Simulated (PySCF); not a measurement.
**A search over the determinants of CN**

Unrestricted PBE0; PySCF, no relativity, basis sets C def2-SVPD, N def2-SVPD. Outer shells of the fragments: C 2s2 2p2; N 2s2 2p3.

Followed along the bond (rough minima from three points):

```json
{"2Ms+1": "2", "unpaired": "σ ↑", "⟨S²⟩ at the start": "0.78", "R at minimum (Å)": "1.17", "Te (eV)": "0.00"}
{"2Ms+1": "2", "unpaired": "π ↑", "⟨S²⟩ at the start": "0.76", "R at minimum (Å)": "1.23", "Te (eV)": "0.99"}
{"2Ms+1": "4", "unpaired": "σ ↑, π ↑↑", "⟨S²⟩ at the start": "3.76", "R at minimum (Å)": "1.34", "Te (eV)": "5.01"}
{"2Ms+1": "6", "unpaired": "σ ↑, π ↑↑↑↑", "⟨S²⟩ at the start": "8.76", "R at minimum (Å)": "none in the scan", "Te (eV)": "≤ 7.46"}
```

Solutions found at the starting distance of 1.365 Å, counted from the lowest of them; the search is not exhaustive and high or unbound solutions are not listed, so other states can lie among these:

| 2Ms+1 | unpaired | term | E (eV) | ⟨S²⟩ | ⟨Lz²⟩ | μ (D) |
| --- | --- | --- | --- | --- | --- | --- |
| 2 | σ ↑ | ²Σ⁺ | 0.00 | 0.78 | 0.00 | -1.26 |
| 2 | π ↑ | ²Π | 0.06 | 0.76 | 1.01 | -0.13 |
| 4 | σ ↑, π ↑↑ | mixed | 3.51 | 3.76 | 2.01 | -1.02 |
| 4 | π ↑↑↑ | ⁴Π | 4.23 | 3.76 | 1.00 | 1.01 |
| 4 | σ ↑, π ↑↑ | mixed | 4.42 | 3.76 | 2.00 | -1.06 |
| 2 | σ ↑, π ↑↓ | mixed | 4.93 | 1.76 | 2.01 | -1.06 |
| 6 | σ ↑, π ↑↑↑↑ | ⁶Σ⁺ | 6.63 | 8.76 | 0.00 | -0.48 |
| 4 | σ ↑↑, π ↑ | ⁴Π | 7.05 | 3.78 | 1.00 | -0.53 |
| 6 | σ ↑↑, π ↑↑↑ | ⁶Π | 9.49 | 8.76 | 1.00 | 0.56 |

A term symbol is given only where ⟨S²⟩ and ⟨Lz²⟩ are close to those of a pure state; real π, δ and φ orbitals otherwise mix terms. A positive dipole means C(−)N(+).

Q: Compare the gap between the two lowest followed solutions at the starting distance with the gap between their minima.

A: At PBE0 the second solution (doublet, unpaired electrons π ↑) lies +0.06 eV from the first (doublet, unpaired electrons σ ↑) at 1.365 Å and +0.99 eV at the minima; the two curves relax by different amounts, since their minima lie near 1.23 and 1.17 Å.

Counting both spins, an empty level lies below a filled one in some of these solutions, because spin and occupation are held.
